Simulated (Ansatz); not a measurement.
**C2H3NOS: one species, many methods**

Aim: compute C2H3NOS with functionals from several rungs and with coupled cluster, and see how far each lands from CCSD(T) at the basis-set limit for the atomisation energy.

Program: Ansatz 0.2.0, Gaussian basis. Level of theory: functionals in def2-TZVPP, the program's frozen cores in correlated methods. These are calculated values, not measurements.

Levels to be run: LDA (SPW92), PBE-D4, revPBE-D4, BLYP-D4, r2SCAN-D4, B97M-V, PBE0-D4, B3LYP-D4, r2SCANh-D4, r2SCAN0-D4, HSE06-D4, BHLYP-D4, CAM-B3LYP-D4, LC-ωPBE, ωB97X-V, ωB97M-V, B2PLYP, PBE-QIDH; CCSD(T)/def2-SVP; CCSD(T)/def2-TZVPP; MP2/def2-QZVPP; extrapolation to the limit; RPA on PBE.

## (1) Structure used throughout

The geometry comes from an earlier relaxation with PBE0-D4 in a triple-zeta def2 set; it is a stationary point, not always the lowest conformer.

8 atoms, charge 0, spin multiplicity 1.

Atoms are counted from 1 here; the program's logs count them from 0.

Bond lengths: O1–C2 1.342 Å, O1–H6 0.968 Å, C2–C3 1.444 Å, C2–N5 1.269 Å, C3–S4 1.618 Å, S4–H7 1.377 Å, N5–H8 1.016 Å. Angles: C2–O1–H6 106.1°, O1–C2–C3 115.7°, O1–C2–N5 121.2°, C3–C2–N5 123.1°, C2–C3–S4 119.6°, C3–S4–H7 107.2°, C2–N5–H8 111.6°.

## (2) LDA

This LDA is Slater exchange with PW92 correlation.

in.yaml reads:

```yaml
crystal:
  periodic: [false, false, false]
  atoms:
    - {symbol: O, position_ang: [0.818818, -0.448313, 1.098803]}
    - {symbol: C, position_ang: [-0.194030, 0.126605, 0.432589]}
    - {symbol: C, position_ang: [0.182710, 1.120767, -0.544966]}
    - {symbol: S, position_ang: [1.020701, 0.676689, -1.856174]}
    - {symbol: N, position_ang: [-1.398018, -0.214019, 0.645527]}
    - {symbol: H, position_ang: [0.410864, -1.032819, 1.754319]}
    - {symbol: H, position_ang: [1.300806, -0.665453, -1.725986]}
    - {symbol: H, position_ang: [-2.049652, 0.379443, 0.140186]}
basis:
  gaussian: {orbitals: def2-TZVPP}
hamiltonian: {xc: lda}
output: {orbitals: {seedname: orbitals}}
```

On the command line:

```bash
$ ansatz run in.yaml --threads 2 --pin off --events-out ev --progress --plain --max-ram 4352MiB
```

The runs that follow: PBE-D4 (GGA); revPBE-D4 (GGA); BLYP-D4 (GGA); r2SCAN-D4 (meta-GGA); B97M-V (meta-GGA); PBE0-D4 (hybrid); B3LYP-D4 (hybrid); r2SCANh-D4 (hybrid); r2SCAN0-D4 (hybrid); HSE06-D4 (hybrid); BHLYP-D4 (hybrid); CAM-B3LYP-D4 (range-separated); LC-ωPBE (range-separated); ωB97X-V (range-separated); ωB97M-V (range-separated); B2PLYP (double hybrid); PBE-QIDH (double hybrid); CCSD(T) in def2-SVP; CCSD(T) in def2-TZVPP; MP2 in def2-QZVPP; RPA on PBE orbitals.

Before running them: what should the planned runs give, taken together? Wanted: atomisation energy, CCSD(T)/CBS; farthest beyond LDA; mean size of error, GGA; mean size of error, meta-GGA; mean size of error, hybrid; mean size of error, range-separated; mean size of error, double hybrid; gap, smallest and largest; T1 diagnostic.

As calculated:

```
                               quantity                                     value
        atomisation energy, CCSD(T)/CBS                                 31.233 eV
    functionals within 0.156 eV (0.5 %)                       r2SCANh-D4, LC-ωPBE
                    farthest beyond LDA                        PBE-D4 (+1.947 eV)
                mean size of error, GGA                                  1.192 eV
           mean size of error, meta-GGA                                  0.417 eV
             mean size of error, hybrid                                  0.621 eV
    mean size of error, range-separated                                  0.218 eV
      mean size of error, double hybrid                                  0.247 eV
              gap, smallest and largest  1.93 eV (LDA (SPW92)), 9.25 eV (LC-ωPBE)
                          T1 diagnostic                                    0.0210
triples share of the correlation energy                                     4.7 %
```

**Reading.** The LDA atomisation energy is off by 6.775 eV (22 %): it overbinds. PBE-D4 misses by +1.947 eV. Double hybrids carry the basis error of their MP2 part in triple zeta, and no dispersion term here, so their miss is partly the set-up's. By mean error the best rung here is range-separated (0.218 eV) and the worst beyond LDA is GGA (1.192 eV). The gap between the best rungs is small, so their order is not settled. The reference freezes the cores and leaves out relativity and excitations past (T), so misses under about 0.156 eV can't be ranked. Hartree-Fock recovers 62 % of the binding; the rest is correlation. CCSD(T) in def2-SVP is off by -2.281 eV, worse than the median functional, from the basis alone. Orbital gaps span 1.9 to 9.3 eV; exact exchange widens them. T1 = 0.021 passes the customary mark of 0.02 by a little. The restricted reference is unstable towards a spin-broken one.
